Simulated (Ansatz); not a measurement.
**Abstraction of H: C4H6 + CH3S2 → C4H5 + CH4S2**

Species: C4H6 (2-butyne) `CC#CC`, singlet; CH3S2 (methyldithio radical) `CS[S]`, doublet; C4H5 (but-2-yn-1-yl radical) `[CH2]C#CC`, doublet; CH4S2 (methyl hydrodisulfide) `CSS`, singlet. A radical takes H: the energy is the difference in strength between the C–H bond broken and the S–H bond made.

Shapes, held fixed at every level: PBE0-D4/def2-TZVP. Flexible molecules stand in one conformer, not always the lowest. Programs: Ansatz 0.2.0. Electronic energies: no zero-point or thermal term.

```json
{"level": "HF/def2-SVP", "kind": "Hartree–Fock", "ΔE (kJ/mol)": "+65.0", "CPU time (sum over the molecules)": "–"}
{"level": "SPW92/def2-TZVPP", "kind": "LDA", "ΔE (kJ/mol)": "+95.8", "CPU time (sum over the molecules)": "12 s"}
{"level": "B3LYP-D4/def2-TZVPP", "kind": "global hybrid", "ΔE (kJ/mol)": "+89.8", "CPU time (sum over the molecules)": "40 s"}
{"level": "PBE0-D4/def2-TZVPP", "kind": "global hybrid", "ΔE (kJ/mol)": "+89.7", "CPU time (sum over the molecules)": "35 s"}
{"level": "r2SCAN0-D4/def2-TZVPP", "kind": "global hybrid", "ΔE (kJ/mol)": "+82.3", "CPU time (sum over the molecules)": "52 s"}
{"level": "wB97M-V/def2-TZVPP", "kind": "range-separated hybrid", "ΔE (kJ/mol)": "+92.2", "CPU time (sum over the molecules)": "68 s"}
{"level": "B2PLYP/def2-TZVPP", "kind": "double hybrid", "ΔE (kJ/mol)": "+99.5", "CPU time (sum over the molecules)": "36 s"}
```

B2PLYP/def2-TZVPP gives ΔE = +99.5 kJ/mol; the levels span +65.0 to +99.5. The median of the levels is +89.8. No measured value is set beside it here. Spin contamination: C4H5 (⟨S²⟩ up to 0.94). Open shells run unrestricted. B2PLYP/def2-TZVPP lies outside the range of all other levels here, so it shouldn't be taken on trust. Times are processor times on shared x86 and Arm servers, and rough.
